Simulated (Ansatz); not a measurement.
# CF+ (triplet): PBE, r2SCAN, PBE0, B3LYP, wB97M-V, B2PLYP, RPA-PBE over vertical gaps between states, cc-pVTZ, part 2 of 2

Ansatz 0.2.0, Gaussian basis; cc-pVTZ, all electrons in the functionals, frozen cores in the correlation of double hybrids and RPA. Earlier steps stand in the parts before.

## 16. wB97M-V, charge 1, quintet

in.yaml reads:

```yaml
crystal:
  periodic: [false, false, false]
  atoms:
    - {symbol: C, position_ang: [0.000000, 0.000000, 0.000000]}
    - {symbol: F, position_ang: [0.000000, 0.000000, 1.206700]}
basis:
  gaussian: {orbitals: cc-pVTZ}
total_charge: 1
magnetization: {spin_polarized: true, initial_magnetization: 4}
hamiltonian: {xc: {name: wB97M-V}}
output: {orbitals: {seedname: orbitals}}
```

Run with:

```console
ansatz run in.yaml --threads 1 --pin off --events-out ev --progress --plain --max-ram 2393MiB
```

Output (excerpt; [...] marks lines left out):

```text
Functional definition: wB97M-V
  name "wB97M-V"
  cite "Mardirossian & Head-Gordon, J. Chem. Phys. 144, 214110 (2016) doi:10.1063/1.4952647"
  cite "Becke, J. Chem. Phys. 107, 8554 (1997) doi:10.1063/1.475007"
  cite "Vydrov & Van Voorhis, J. Chem. Phys. 133, 244103 (2010) doi:10.1063/1.3521275"
  # Of w^i u^j: cxij and so on, Table III.
[...]
  gx(w, u) = 1 - cx + cx01*u + cx10*w
  gss(w, u) = css00 + css04*u^4 + css10*w + css20*w^2 + css43*w^4*u^3
  gos(w, u) = cos00 + cos10*w + (cos20 + cos21*u)*w^2 + (cos60 + cos61*u)*w^6
[...]
      + integral(e_c_pw_mod_opposite_spin*gos(b97_w_opposite, b97_u_opposite)) + vv10(b, c)
310 factors; their error is unknown
66 factors; integrals over basis functions are off by at most 2.9e-5 eV
[...]
mean field -3727.39711624 eV, -136.9793175012 hartree, gradient 3.7e-6 eV, S^2 6.002122; 0 other end points of the search recorded, 0 dependent functions left out
reference -3727.39713622 eV, -136.9793182356 hartree; 9, 5 occupied and 51, 55 virtual orbitals, 310 factors
Total energy: -3727.39713622 eV, -136.9793182356 hartree
```

Wall time 2.2 s (1 thread of Arm Neoverse V2, shared host).

From the report: ⟨S²⟩ of the determinant 6.002 (pure quintet: 6.00).

From charge 1, triplet: +8.348 eV.

## 17. B2PLYP, charge 1, triplet

in.yaml reads:

```yaml
crystal:
  periodic: [false, false, false]
  atoms:
    - {symbol: C, position_ang: [0.000000, 0.000000, 0.000000]}
    - {symbol: F, position_ang: [0.000000, 0.000000, 1.206700]}
basis:
  gaussian: {orbitals: cc-pVTZ}
total_charge: 1
magnetization: {spin_polarized: true, initial_magnetization: 2}
hamiltonian: {xc: {name: B2PLYP}}
correlation: {electrons: outside_noble_gas}
```

Launched as before.

Output (excerpt; [...] marks lines left out):

```text
Functional definition: B2PLYP
  name "B2PLYP"
  cite "Grimme, J. Chem. Phys. 124, 034108 (2006) doi:10.1063/1.2148954"
  cite "Becke, Phys. Rev. A 38, 3098 (1988) doi:10.1103/PhysRevA.38.3098"
  cite "Lee, Yang & Parr, Phys. Rev. B 37, 785 (1988) doi:10.1103/PhysRevB.37.785"
[...]
372 factors; integrals over basis functions are off by at most 9.6e-4 eV
[...]
mean field -3731.78072301 eV, -137.1404120789 hartree, gradient 2.2e-6 eV, S^2 2.006798; 2 other end points of the search recorded, 0 dependent functions left out
2 core orbitals not correlated: weight in the atoms' cores, before any rotation towards them, 1.000 or more for the frozen orbitals, at most 0.000 for the correlated occupied ones
reference -3731.78079917 eV, -137.1404148775 hartree; 6, 4 occupied and 52, 54 virtual orbitals, 372 factors
second order -10.38001883 eV of doubles, -0.00000000 eV of singles
Total energy: -3734.58340425 eV, -137.2434087146 hartree
```

Wall time 1.1 s (1 thread of Arm Neoverse V2, shared host).

From the report: ⟨S²⟩ of the determinant 2.007 (pure triplet: 2.00).

## 18. B2PLYP, charge 1, singlet

Changes to in.yaml since step 17:

```diff
@@ -8,3 +8,2 @@
 total_charge: 1
-magnetization: {spin_polarized: true, initial_magnetization: 2}
 hamiltonian: {xc: {name: B2PLYP}}
```

Launched as before.

Output (excerpt; [...] marks lines left out):

```text
Functional definition: B2PLYP
  name "B2PLYP"
  cite "Grimme, J. Chem. Phys. 124, 034108 (2006) doi:10.1063/1.2148954"
  cite "Becke, Phys. Rev. A 38, 3098 (1988) doi:10.1103/PhysRevA.38.3098"
  cite "Lee, Yang & Parr, Phys. Rev. B 37, 785 (1988) doi:10.1103/PhysRevB.37.785"
[...]
372 factors; integrals over basis functions are off by at most 9.6e-4 eV
[...]
mean field -3735.88683898 eV, -137.2913090573 hartree, gradient 2.5e-6 eV, S^2 0.000000; 0 other end points of the search recorded, 0 dependent functions left out
2 core orbitals not correlated: weight in the atoms' cores, before any rotation towards them, 1.000 or more for the frozen orbitals, at most 0.000 for the correlated occupied ones
reference -3735.88691227 eV, -137.2913117509 hartree; 5, 5 occupied and 53, 53 virtual orbitals, 372 factors
second order -11.91053010 eV of doubles, -0.00000000 eV of singles
Total energy: -3739.10275540 eV, -137.4094918060 hartree
```

Wall time 0.48 s (1 thread of Arm Neoverse V2, shared host).

From charge 1, triplet: -4.519 eV.

## 19. B2PLYP, charge 1, quintet

Changes to in.yaml since step 18:

```diff
@@ -8,2 +8,3 @@
 total_charge: 1
+magnetization: {spin_polarized: true, initial_magnetization: 4}
 hamiltonian: {xc: {name: B2PLYP}}
```

Launched as before.

Output (excerpt; [...] marks lines left out):

```text
Functional definition: B2PLYP
  name "B2PLYP"
  cite "Grimme, J. Chem. Phys. 124, 034108 (2006) doi:10.1063/1.2148954"
  cite "Becke, Phys. Rev. A 38, 3098 (1988) doi:10.1103/PhysRevA.38.3098"
  cite "Lee, Yang & Parr, Phys. Rev. B 37, 785 (1988) doi:10.1103/PhysRevB.37.785"
[...]
372 factors; integrals over basis functions are off by at most 9.6e-4 eV
[...]
mean field -3724.25553447 eV, -136.8638665008 hartree, gradient 1.0e-6 eV, S^2 6.003492; 0 other end points of the search recorded, 0 dependent functions left out
2 core orbitals not correlated: weight in the atoms' cores, before any rotation towards them, 1.000 or more for the frozen orbitals, at most 0.000 for the correlated occupied ones
reference -3724.25562235 eV, -136.8638697301 hartree; 7, 3 occupied and 51, 55 virtual orbitals, 372 factors
second order -7.37295248 eV of doubles, -0.00000000 eV of singles
Total energy: -3726.24631951 eV, -136.9370265017 hartree
```

It took 0.69 s on 1 thread of Arm Neoverse V2, shared host.

From the report: ⟨S²⟩ of the determinant 6.003 (pure quintet: 6.00).

From charge 1, triplet: +8.337 eV.

## 20. RPA-PBE, charge 1, triplet

in.yaml reads:

```yaml
crystal:
  periodic: [false, false, false]
  atoms:
    - {symbol: C, position_ang: [0.000000, 0.000000, 0.000000]}
    - {symbol: F, position_ang: [0.000000, 0.000000, 1.206700]}
basis:
  gaussian: {orbitals: cc-pVTZ}
total_charge: 1
magnetization: {spin_polarized: true, initial_magnetization: 2}
hamiltonian: {xc: {name: PBE}}
correlation: {method: rpa, electrons: outside_noble_gas}
```

Launched as before.

Output (excerpt; [...] marks lines left out):

```text
Functional definition: PBE
  name "PBE"
  cite "Perdew, Burke & Ernzerhof, Phys. Rev. Lett. 77, 3865 (1996) doi:10.1103/PhysRevLett.77.3865"
  parent pbe
[...]
372 factors; integrals over basis functions are off by at most 9.6e-4 eV
[...]
mean field -3732.99729915 eV, -137.1851204274 hartree, gradient 3.6e-6 eV, S^2 2.008463; 2 other end points of the search recorded, 0 dependent functions left out
2 core orbitals not correlated: weight in the atoms' cores, before any rotation towards them, 1.000 or more for the frozen orbitals, at most 0.000 for the correlated occupied ones
reference -3720.93114182 eV, -136.7416973244 hartree; 6, 4 occupied and 52, 54 virtual orbitals, 372 factors
Total energy: -3734.93954584 eV, -137.2564966765 hartree
```

Wall time 1.2 s (1 thread of Arm Neoverse V2, shared host).

From the report: ⟨S²⟩ of the determinant 2.008 (pure triplet: 2.00).

## 21. RPA-PBE, charge 1, singlet

Changes to in.yaml since step 20:

```diff
@@ -8,3 +8,2 @@
 total_charge: 1
-magnetization: {spin_polarized: true, initial_magnetization: 2}
 hamiltonian: {xc: {name: PBE}}
```

Launched as before.

Output (excerpt; [...] marks lines left out):

```text
Functional definition: PBE
  name "PBE"
  cite "Perdew, Burke & Ernzerhof, Phys. Rev. Lett. 77, 3865 (1996) doi:10.1103/PhysRevLett.77.3865"
  parent pbe
[...]
372 factors; integrals over basis functions are off by at most 9.6e-4 eV
[...]
mean field -3737.38471080 eV, -137.3463548316 hartree, gradient 2.5e-6 eV, S^2 0.000000; 0 other end points of the search recorded, 0 dependent functions left out
2 core orbitals not correlated: weight in the atoms' cores, before any rotation towards them, 1.000 or more for the frozen orbitals, at most 0.000 for the correlated occupied ones
reference -3724.26657253 eV, -136.8642721419 hartree; 5, 5 occupied and 53, 53 virtual orbitals, 372 factors
Total energy: -3739.70433950 eV, -137.4315996140 hartree
```

It took 0.54 s on 1 thread of Arm Neoverse V2, shared host.

From charge 1, triplet: -4.765 eV.

## 22. RPA-PBE, charge 1, quintet

Changes to in.yaml since step 21:

```diff
@@ -8,2 +8,3 @@
 total_charge: 1
+magnetization: {spin_polarized: true, initial_magnetization: 4}
 hamiltonian: {xc: {name: PBE}}
```

Same command.

Output (excerpt; [...] marks lines left out):

```text
Functional definition: PBE
  name "PBE"
  cite "Perdew, Burke & Ernzerhof, Phys. Rev. Lett. 77, 3865 (1996) doi:10.1103/PhysRevLett.77.3865"
  parent pbe
[...]
372 factors; integrals over basis functions are off by at most 9.6e-4 eV
[...]
mean field -3724.45034121 eV, -136.8710255163 hartree, gradient 2.7e-6 eV, S^2 6.002136; 2 other end points of the search recorded, 0 dependent functions left out
2 core orbitals not correlated: weight in the atoms' cores, before any rotation towards them, 1.000 or more for the frozen orbitals, at most 0.000 for the correlated occupied ones
reference -3715.19249792 eV, -136.5308060508 hartree; 7, 3 occupied and 51, 55 virtual orbitals, 372 factors
Total energy: -3726.81686570 eV, -136.9579936873 hartree
```

It took 0.93 s on 1 thread of Arm Neoverse V2, shared host.

From the report: ⟨S²⟩ of the determinant 6.002 (pure quintet: 6.00).

From charge 1, triplet: +8.123 eV.

## 23. The comparison

The yardstick is UCCSDT(Q), where the cluster series has nearly closed. It and the other wave-function rows come from earlier runs at the same points. Energies in eV, counted from charge 1, triplet; blanks weren't run or aren't comparable.

```tsv
level	triplet to singlet	triplet to quintet
UCCSDT(Q)	-4.725	8.076
PBE	-4.387	8.547
r2SCAN	-4.031	7.994
PBE0	-4.242	8.043
B3LYP	-4.451	8.398
wB97M-V	-4.832	8.348
B2PLYP	-4.519	8.337
RPA-PBE	-4.765	8.123
RHF	-3.436	6.135
UHF	-3.350	6.049
RMP2	-4.516	8.182
UMP2	-4.488	8.219
RCCSD	-4.624	7.877
RCCSD(T)	-4.723	8.061
UCCSD(T)	-4.723	8.058
RCCSDT(Q)	-4.734	8.070
CASSCF valence	-4.699	7.723
NEVPT2 valence	-4.318	8.068
MRCISD+Q valence	-4.601	8.061
```

Largest miss and mean time a point (UCCSDT(Q) took 60 s a point; shared hosts):

```tsv
level	largest miss (eV)	where	time a point
PBE	+0.471	triplet to quintet	0.56 s
r2SCAN	+0.694	triplet to singlet	1.1 s
PBE0	+0.483	triplet to singlet	0.46 s
B3LYP	+0.322	triplet to quintet	0.46 s
wB97M-V	+0.273	triplet to quintet	1.6 s
B2PLYP	+0.261	triplet to quintet	0.74 s
RPA-PBE	+0.047	triplet to quintet	0.9 s
RHF	-1.941	triplet to quintet	
UHF	-2.027	triplet to quintet	
RMP2	+0.209	triplet to singlet	
UMP2	+0.237	triplet to singlet	
RCCSD	-0.199	triplet to quintet	
RCCSD(T)	-0.014	triplet to quintet	1 s
UCCSD(T)	-0.018	triplet to quintet	1.5 s
RCCSDT(Q)	-0.009	triplet to singlet	51 s
CASSCF valence	-0.352	triplet to quintet	
NEVPT2 valence	+0.407	triplet to singlet	1.4 s
MRCISD+Q valence	+0.124	triplet to singlet	2.6 s
```

## 24. What came out

The summary covers parts 1 to 2.

```
                     quantity                           value
triplet to singlet, UCCSDT(Q)                       -4.725 eV
triplet to quintet, UCCSDT(Q)                        8.076 eV
            largest miss, PBE  +0.471 eV (triplet to quintet)
         largest miss, r2SCAN  +0.694 eV (triplet to singlet)
           largest miss, PBE0  +0.483 eV (triplet to singlet)
          largest miss, B3LYP  +0.322 eV (triplet to quintet)
        largest miss, wB97M-V  +0.273 eV (triplet to quintet)
         largest miss, B2PLYP  +0.261 eV (triplet to quintet)
        largest miss, RPA-PBE  +0.047 eV (triplet to quintet)
       largest miss, RCCSD(T)  -0.014 eV (triplet to quintet)
       largest miss, UCCSD(T)  -0.018 eV (triplet to quintet)
```

What this shows: Of the functionals, RPA-PBE keep the smallest largest miss at the points compared (at most 0.047 eV) and r2SCAN strays most (0.694 eV, at triplet to singlet). Functionals and the yardstick converge differently with the basis, so part of each miss in cc-pVTZ is the basis.
